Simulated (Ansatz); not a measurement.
Z-matrix (Å, degrees):
```
O
O 1 1.181
F 1 1.574 2 111.0
```

The species carries charge 0 and has multiplicity 2.

Problem. List the PBE0/def2-TZVPP orbital energies in eV (Ansatz). (Best estimate.)

Solution. Ansatz gave: α occupied: -674.20, -529.97, -527.72, -38.70, -32.22, -24.30, -17.77, -17.43, -16.95, -11.82, -11.41, -10.70, -9.62. α empty: -3.61, 4.86, 8.39, 9.72, 10.33, 11.16, 11.70, 12.76. β occupied: -674.34, -529.54, -527.14, -37.86, -32.46, -22.96, -17.04, -16.27, -15.24, -11.51, -11.37, -10.58. β empty: -4.04, -3.38, 5.43, 8.62, 10.37, 10.50, 11.50, 11.78. ⟨S²⟩ = 0.792.
